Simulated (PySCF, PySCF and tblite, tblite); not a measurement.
# C4H9NS: a path driven as rotation about a bond, and NMR exchange

One table from this session's results is given with a row withheld; the runs are named, their logs left out.

Computed with tblite 0.8.0 (tight binding) and PySCF 2.14.0 (DFT, with response routines of our own); each step states its level. Atoms count from 0 throughout.

## The molecule as given

15 atoms, charge 0, multiplicity 1; geometry from: force field or distance geometry start.

Bonds of the start (Å): C0–C1 1.53, C0–H6 1.10, C0–H7 1.10, C0–H8 1.10, C1–H10 1.09, C1–H9 1.11, C1–N2 1.46, C3–H11 1.10, C3–H12 1.09, C3–H13 1.09, C4–H14 1.10, C4–S5 1.68, N2–C3 1.44, N2–C4 1.40.

Set-up of the first run:

The job: settings as JSON, then the geometry in Å.

```
{"job": {"xc": "GFN2-xTB", "basis": "xTB", "kind": "relax"}, "charge": 0, "multiplicity": 1}
C      1.781100     0.180200    -0.347900
C      0.565800     0.806100     0.341100
N     -0.663600     0.066500     0.079400
C     -0.929200    -1.103000     0.879600
C     -1.511500     0.343000    -0.993300
S     -1.355100     1.552400    -2.144800
H      1.634200     0.157700    -1.435900
H      2.681000     0.769000    -0.128800
H      1.947600    -0.846500    -0.005500
H      0.724700     0.812800     1.439700
H      0.461900     1.842700     0.035600
H     -0.910500    -0.831800     1.946400
H     -0.158300    -1.854100     0.699000
H     -1.899700    -1.549400     0.656500
H     -2.372900    -0.337500    -1.042800
```

Started as:

```bash
OMP_NUM_THREADS=1 python ens_run.py task.json out
```

This one command runs the whole study; its stages follow in the order run.

Among the steps run: GFN2-xTB relaxation, start minimum; Relaxed scan, rotation; Nudged elastic band, leg 1; Saddle search, leg 1; Saddle search, other pyramid; DFT refinement, start: PBE0-D3(BJ)/def2-SVP; DFT refinement, end: PBE0-D3(BJ)/def2-SVP; Shieldings, start: PBE0/pcSseg-1; Shieldings, saddle of leg 1: PBE0/pcSseg-1; Shieldings, end: PBE0/pcSseg-1; Single-point energy: PBE0/pcSseg-1; Kinetics and line shapes; Single-point energy, saddle of leg 1: PBE0/pcSseg-1; Second level: PBE0/pcSseg-1.

One of the session's tables, all rows but one given; the rest of the session is left out.

Barriers by level (kcal/mol; entropies in cal/(mol K)). Zero-point and thermal terms come from xTB in every row. ΔG‡ leaves symmetry out; the rate counts one path and all 2 saddles; effective ΔG‡, where given, is the barrier that would give that rate by Eyring's equation alone:

| level | ΔE‡ | with zero-point | ΔH‡ | ΔG‡ (298 K) | ΔE of reaction |
| --- | --- | --- | --- | --- | --- |
| GFN2-xTB | 23.66 | 22.76 | 22.32 | 23.29 | 0.10 |
| PBE0-D3(BJ)/def2-SVP | 29.13 | 28.23 | 27.79 | 28.76 | 0.50 |
| PBE0/pcSseg-1 + D3(BJ) | ? | ? | ? | ? | ? |
| PBE0/pcSseg-1 | 29.29 | 28.14 | 27.79 | 28.52 | 0.17 |

Estimate the missing values for PBE0/pcSseg-1 + D3(BJ).

The run gave: ΔE‡: 29.37; with zero-point: 28.23; ΔH‡: 27.87; ΔG‡ (298 K): 28.60; ΔE of reaction: 0.35. In the column «ΔE‡» it is the highest.
